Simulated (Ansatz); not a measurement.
**AlNH₂ (quintet): wave-function methods side by side, cc-pVDZ**

One table from this session's results is given with a row withheld; the runs are named, their logs left out.

Computed with Ansatz 0.2.0, Gaussian basis. Level: cc-pVDZ, core rule «outside noble gas», up to 6 orbitals frozen.

The runs, in order: UHF; CCSD(T) on ROHF; CCSD(T) on UHF; BCCD(T) on ROHF; CISD; CCSDT(Q) on ROHF; CCSDT(Q) on UHF; CCSDTQ on ROHF.

16 further runs of the same task are left out: 10 for a known fault of the program, 6 set aside as unsound or not needed.

## The geometry

The geometry is a PBE0/def2-TZVP stationary point (not a proven minimum) of the parent state, kept for this charge and spin.

4 atoms, charge 0, spin multiplicity 5.

Atoms are counted from 1 here; the program's logs count them from 0.

Bond lengths: Al1–N2 1.768 Å, Al1–H3 1.611 Å, N2–H4 1.009 Å. Angles: N2–Al1–H3 113.2°, Al1–N2–H4 161.1°.

The first run:

File in.yaml:

```yaml
crystal:
  periodic: [false, false, false]
  atoms:
    - {symbol: Al, position_ang: [0.000000, -0.084877, 0.620504]}
    - {symbol: N, position_ang: [0.000000, 0.035620, -1.143535]}
    - {symbol: H, position_ang: [0.000000, 1.349999, 1.353786]}
    - {symbol: H, position_ang: [0.000000, 0.427096, -2.073077]}
basis:
  gaussian: {orbitals: cc-pVDZ}
magnetization: {spin_polarized: true, initial_magnetization: 4}
hamiltonian: {xc: hf}
output: {orbitals: {seedname: orbitals}}
```

Command:

```console
> ansatz run in.yaml --threads 1 --pin off --events-out ev --progress --plain --max-ram 4096MiB --backend cpu
```

Steps of the session up to this table: UHF; CCSD(T) on ROHF; CCSD(T) on UHF; BCCD(T) on ROHF; CISD; CCSDT(Q) on ROHF; CCSDT(Q) on UHF; CCSDTQ on ROHF.

One of the session's tables, all rows but one given; the rest of the session is left out.

It belongs to the step «Misses and costs». 

| method | from RCCSDTQ (kcal/mol) |
| --- | --- |
| ROHF | +118.41 |
| UHF | +113.06 |
| RMP2 | +23.74 |
| UMP2 | +23.62 |
| CISD | +8.93 |
| RCCSD | +3.11 |
| UCCSD | +3.02 |
| RCCSD(T) | +0.83 |
| UCCSD(T) | +0.80 |
| BCCD(T) | +0.80 |
| RCCSDT | +0.13 |
| UCCSDT | +0.09 |
| RCCSDT(Q) | +0.02 |
| UCCSDT(Q) | ? |
| RCCSDTQ | 0 |

**Question.** Estimate the row for UCCSDT(Q).

**Answer.** from RCCSDTQ (kcal/mol): -0.03. In the column «from RCCSDTQ (kcal/mol)» it is the lowest.

Limits of these values: Restricted and unrestricted rows rest on different reference determinants; where their highest levels disagree by more than a few hundredths of an eV, they describe different states and don't form one ladder.
